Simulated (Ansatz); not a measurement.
**BH2N2 (charge -1): two geometries relaxed**

Are the two ends of the shift of H5 from N3 to B2 separate minima, and which lies lower? Each is relaxed from a guess. SMILES of the start: N=B[NH-].

Program: Ansatz 0.2.0. Level of theory: RKS PBE0-D4/def2-SVP. These are calculated values, not measurements.

## 1. Starting point

Bond lengths: N1–B2 1.326 Å, B2–N3 1.325 Å, N1–H4 1.016 Å, N3–H5 1.015 Å. Angles: N1–B2–N3 168.7°, B2–N1–H4 123.0°, B2–N3–H5 123.8°.

Coordinates:

```xyz
5

N    -0.2967    0.9234   -0.9274
B     0.0212    0.0862    0.0503
N     0.3786   -0.5319    1.1661
H    -1.1391    0.8269   -1.4868
H     1.0359   -1.3047    1.1978
```

## 2. Relaxing end A

File input.yaml:

```yaml
crystal:
  periodic: [false, false, false]
  atoms:
    - { symbol: "N", position_ang: [-0.2967, 0.92343, -0.92738] }
    - { symbol: B, position_ang: [0.02123, 0.08625, 0.05033] }
    - { symbol: "N", position_ang: [0.37865, -0.53194, 1.1661] }
    - { symbol: H, position_ang: [-1.13906, 0.82693, -1.48679] }
    - { symbol: H, position_ang: [1.03587, -1.30468, 1.19775] }
total_charge: -1
basis:
  gaussian: { orbitals: def2-SVP }
hamiltonian:
  xc: pbe0
  dispersion: d4
relax:
  f_tol: 0.02
  max_steps: 50
```

Run with:

```console
> ansatz run input.yaml --threads 1 --pin off --max-ram 2048MiB --backend cpu --events-out ev --progress --plain --runs-dir out
```

Output, shortened:

```text
Warning: RAYON_NUM_THREADS=1 ignored (pool sized by the plan → 1); use --threads N
[...]
Functional definition: PBE0
[...]
593 factors; integrals over basis functions are off by at most 3.1e-4 eV
[...]
mean field -3682.18561177 eV, -135.3178253574 hartree, gradient 2.3e-5 eV, S^2 0.000000; 0 other end points of the search recorded, 0 dependent functions left out
[...]
reference -3682.18563071 eV, -135.3178260534 hartree; 11, 11 occupied and 41, 41 virtual orbitals, 593 factors
relax step   1: F+E_penalty+E_count = -3682.24620961 eV  Δ(F+E_penalty+E_count) = +0.000e0 eV  max|allowed force component| = 6.198e-1 eV/Å  Δτ_max = 0.0000 Å  (22 SCF iters, accepted)
[...]
relax step   3: F+E_penalty+E_count = -3682.25586273 eV  Δ(F+E_penalty+E_count) = -9.653e-3 eV  max|allowed force component| = 5.400e-1 eV/Å  Δτ_max = 0.0941 Å  (27 SCF iters, accepted)
[...]
relax step   5: F+E_penalty+E_count = -3682.29538941 eV  Δ(F+E_penalty+E_count) = -2.298e-2 eV  max|allowed force component| = 5.893e-1 eV/Å  Δτ_max = 0.0413 Å  (24 SCF iters, accepted)
[...]
relax step   7: F+E_penalty+E_count = -3682.30839928 eV  Δ(F+E_penalty+E_count) = +4.253e-3 eV  max|allowed force component| = 2.459e-1 eV/Å  Δτ_max = 0.0436 Å  (27 SCF iters, rejected (line search))
[...]
relax step   9: F+E_penalty+E_count = -3682.31965172 eV  Δ(F+E_penalty+E_count) = -1.843e-3 eV  max|allowed force component| = 6.103e-2 eV/Å  Δτ_max = 0.0276 Å  (24 SCF iters, accepted)
[...]
relax step  10: F+E_penalty+E_count = -3682.31980462 eV  Δ(F+E_penalty+E_count) = -1.529e-4 eV  max|allowed force component| = 1.467e-2 eV/Å  Δτ_max = 0.0029 Å  (22 SCF iters, accepted)
593 factors; integrals over basis functions are off by at most 3.4e-4 eV
mean field -3682.25893048 eV, -135.3205197704 hartree, gradient 1.7e-5 eV, S^2 0.000000; 1 other end points of the search recorded, 0 dependent functions left out
[...]
reference -3682.25894877 eV, -135.3205204425 hartree; 11, 11 occupied and 41, 41 virtual orbitals, 593 factors
Total energy: -3682.31982291 eV, -135.3227575260 hartree
Atom 0 at    -0.251108     0.961699    -0.935622 Å, force     0.014131     0.000883     0.014021 eV/Å
Atom 1 at     0.038269     0.177629     0.110345 Å, force    -0.000181     0.002051     0.006970 eV/Å
Atom 2 at     0.348802    -0.506051     1.218972 Å, force    -0.006301     0.014673    -0.009338 eV/Å
Atom 3 at    -1.099362     0.666243    -1.421981 Å, force    -0.011807    -0.007498    -0.008667 eV/Å
Atom 4 at     0.963389    -1.299530     1.028296 Å, force     0.004157    -0.010109    -0.002986 eV/Å
Dipole moment:    -0.071202    -0.331403    -0.206249 e Å
```

It took 9.5 s on 1 thread of Arm Neoverse V2, shared host; peak memory 0.1 GiB.

Step by step:

```csv
step,energy from step 1 (eV),largest force component (eV/Å)
1,0.0000,0.6198
2x,0.1542,2.0046
3,-0.0097,0.5400
4,-0.0262,0.8353
5,-0.0492,0.5893
6,-0.0664,0.1869
7x,-0.0622,0.2459
8,-0.0716,0.0723
9,-0.0734,0.0610
10,-0.0736,0.0147
```

Step 1 is the start. 2 steps were tried and not accepted (marked x).

After: Bond lengths: N1–B2 1.339 Å, B2–N3 1.339 Å, N1–H4 1.021 Å, N3–H5 1.022 Å. Angles: N1–B2–N3 174.9°, B2–N1–H4 112.5°, B2–N3–H5 112.4°.

## 3. Relaxing end B

The second end starts from a geometry with the move made by hand.

Edit input.yaml of step 2 so:

```diff
@@ -7,3 +7,3 @@
     - { symbol: H, position_ang: [-1.13906, 0.82693, -1.48679] }
-    - { symbol: H, position_ang: [1.03587, -1.30468, 1.19775] }
+    - { symbol: H, position_ang: [0.11213, -1.05379, -0.19653] }
 total_charge: -1
@@ -17 +17,3 @@
   max_steps: 50
+output:
+  orbitals: {}
```

Run with:

```console
> ansatz run input.yaml --threads 1 --pin off --max-ram 2048MiB --backend cpu --events-out ev --progress --plain --runs-dir out
```

Output, shortened:

```text
Warning: RAYON_NUM_THREADS=1 ignored (pool sized by the plan → 1); use --threads N
[...]
Functional definition: PBE0
[...]
589 factors; integrals over basis functions are off by at most 3.8e-4 eV
[...]
mean field -3679.32475849 eV, -135.2126909387 hartree, gradient 2.6e-5 eV, S^2 0.000000; 0 other end points of the search recorded, 0 dependent functions left out
[...]
reference -3679.32477699 eV, -135.2126916184 hartree; 11, 11 occupied and 41, 41 virtual orbitals, 589 factors
relax step   1: F+E_penalty+E_count = -3679.37953094 eV  Δ(F+E_penalty+E_count) = +0.000e0 eV  max|allowed force component| = 3.954e0 eV/Å  Δτ_max = 0.0000 Å  (24 SCF iters, accepted)
[...]
relax step   4: F+E_penalty+E_count = -3681.77788758 eV  Δ(F+E_penalty+E_count) = -4.297e-1 eV  max|allowed force component| = 2.436e0 eV/Å  Δτ_max = 0.1949 Å  (29 SCF iters, accepted)
[...]
590 factors; integrals over basis functions are off by at most 9.4e-4 eV
[...]
mean field -3682.25881985 eV, -135.3205157050 hartree, gradient 6.0e-5 eV, S^2 0.000000; 1 other end points of the search recorded, 0 dependent functions left out
[...]
reference -3682.25883775 eV, -135.3205163626 hartree; 11, 11 occupied and 41, 41 virtual orbitals, 590 factors
Total energy: -3682.31973614 eV, -135.3227543371 hartree
Atom 0 at    -0.323640     1.163816    -1.055858 Å, force    -0.004592     0.001007    -0.004418 eV/Å
Atom 1 at    -0.103631     0.203084    -0.149972 Å, force     0.006599     0.011835     0.007839 eV/Å
Atom 2 at     0.161245    -0.674633     0.825504 Å, force     0.000942    -0.007169    -0.000732 eV/Å
Atom 3 at    -1.250478     1.086676    -1.479217 Å, force    -0.008811     0.009277    -0.011659 eV/Å
Atom 4 at     0.592753    -1.528064     0.465273 Å, force     0.005862    -0.014951     0.008970 eV/Å
Dipole moment:    -0.150361    -0.282018    -0.237591 e Å
```

Run time: 13 s. Hardware: 1 thread of Arm Neoverse V2, shared host; peak memory 0.1 GiB.

Relaxation path:

```csv
step,energy from step 1 (eV),largest force component (eV/Å)
1,0.0000,3.9539
2,-0.7394,3.3744
3,-1.9687,2.2845
4,-2.3984,2.4362
5,-2.7715,1.6656
6,-2.9212,0.3816
7x,-2.8809,0.6033
8,-2.9343,0.4087
9x,-2.9167,0.6792
10,-2.9391,0.1473
11x,-2.9325,0.1123
12,-2.9402,0.0150
```

Step 1 is the start. 3 steps were tried and not accepted (marked x).

After: Bond lengths: N1–B2 1.339 Å, B2–N3 1.339 Å, N1–H4 1.022 Å, N3–H5 1.022 Å. Angles: N1–B2–N3 175.0°, B2–N1–H4 112.0°, B2–N3–H5 112.0°.

Pairs that crossed the distance rule for bonds on the way: came closer N3–H5; moved apart B2–H5.

## 4. Summary of results

| quantity | value |
| --- | --- |
| end A | 7 moves, 0.074 eV lower |
| end B | 8 moves, 2.940 eV lower |
| largest difference between the ends | 0.01 Å |
| end B relative to end A | +0.000 eV |

**Reading.** Both starts fell into the same minimum (no atom differs by more than 0.01 Å), so from this start no second minimum was found and no band was run; another arrangement could still be one.
